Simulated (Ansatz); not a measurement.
# BF (charge +1): composite energy at a relaxed geometry, by script

A script is to give a composite energy at a relaxed geometry; the system is BF (charge +1).

All numbers are computed with Ansatz 0.2.0, driven from Python. The levels of theory stand in the script.

### 1 Starting point

Bond lengths: B1–F2 1.530 Å.

No structure file is read: the coordinates are typed or built in the script.

### 2 The script

run_composite.py reads:

```python
# -*- coding: utf-8 -*-
'''A composite energy for BF(+): DFT geometry, MP2 basis limit, coupled-cluster correction.'''

import itertools

import ansatz as az
from ase.data import atomic_numbers, covalent_radii
import numpy as np

BASIS_SET = 'def2-SVP'
XC = 'r2scan'
NET_CHARGE = 1

system = (
    az.Crystal.molecule()
    .atom('B', (0.0, 0.0, 0.0))
    .atom('F', (0.0, 0.0, 1.53))
)

base = (
    system.calculation()
    .basis(gaussian=BASIS_SET)
    .functional(XC)
    .charge(NET_CHARGE)
    .spin('collinear', total=1)
)
symbols = [site.symbol for site in system.cartesian_sites]
start = np.array([site.position_ang for site in system.cartesian_sites], dtype=float)
summary = base.relax(force_tolerance=0.01).run(threads=1, backend='cpu').report
end = np.array(summary['positions_ang'])
# pairs closer than 1.2 times the sum of covalent radii, before or after
radius = [covalent_radii[atomic_numbers[s]] for s in symbols]
span = lambda where, i, j: np.linalg.norm(where[i] - where[j])
bonded = [(i, j) for i, j in itertools.combinations(range(len(symbols)), 2) if min(span(start, i, j), span(end, i, j)) < 1.2 * (radius[i] + radius[j])]
print('pair        before    after (A)')
for i, j in bonded:
    print(f'{symbols[i]}{i}-{symbols[j]}{j}'.ljust(10), f'{span(start, i, j):8.4f} {span(end, i, j):8.4f}')

minimum = az.Crystal.molecule()
for symbol, place in zip(symbols, end):
    minimum = minimum.atom(symbol, place.tolist())
at_minimum = minimum.calculation().charge(NET_CHARGE).spin('collinear', total=1)
# MP2 extrapolated to the basis limit, plus the small-basis difference CCSD(T) - MP2
level = lambda method, basis: at_minimum.basis(gaussian=basis).correlation(method).run(threads=1, backend='cpu').report
small, large, cluster = level('mp2', 'cc-pVDZ'), level('mp2', 'cc-pVTZ'), level('ccsd_t', 'cc-pVDZ')
corr = lambda each: (each['free_energy_ev'] - each['reference_energy_ev']) / 27.211386246
mp2_limit = (27 * corr(large) - 8 * corr(small)) / 19
pieces = {'HF / cc-pVTZ': large['reference_energy_ev'] / 27.211386246, 'MP2 correlation, DZ-TZ limit': mp2_limit, 'CCSD(T) - MP2 / cc-pVDZ': corr(cluster) - corr(small)}
for name, value in pieces.items():
    print(f'{name:32s} {value:14.6f} Ha')
print(f'{"sum":32s} {sum(pieces.values()):14.6f} Ha')
print('T1 diagnostic', round(cluster['correlation']['coupled_cluster']['t1_diagnostic'], 4))
```

### 3 What the engine is handed

The package turns the script's settings into the engine's input (first run):

```yaml
crystal:
  periodic: [false, false, false]
  atoms:
    - { symbol: B, position_ang: [0.0, 0.0, 0.0] }
    - { symbol: F, position_ang: [0.0, 0.0, 1.53] }
basis:
  gaussian:
    orbitals: def2-SVP
hamiltonian:
  xc: r2scan
magnetization:
  spin_polarized: true
  initial_magnetization: 1.0
total_charge: 1.0
relax:
  f_tol: 0.01
```

### 4 Launch

On the command line:

```bash
$ python run_composite.py
```

Q: Predict the main results. Wanted: T1 diagnostic; composite energy.

**Answer**, as computed:

```
        quantity           value
   T1 diagnostic          0.0216
composite energy  -124.121567 Ha
   runs compared               3
```

All 3 runs converged, in 25 to 76 cycles. A T1 diagnostic under about 0.02 supports a single-reference treatment; this one lies above (open shells tolerate somewhat more). Run 0: After 5 moves the largest shift is 0.155 Å. What to keep in mind:
- The sum leaves out core correlation, relativity, the Hartree-Fock basis error and zero-point energy; a DZ-TZ extrapolation is rough.
- The species is open-shell (spin multiplicity 2).
- Inner cores stay frozen, so this is valence correlation.
- The spin state was assumed, and another may lie lower.
- An extrapolation from small basis sets is rough.
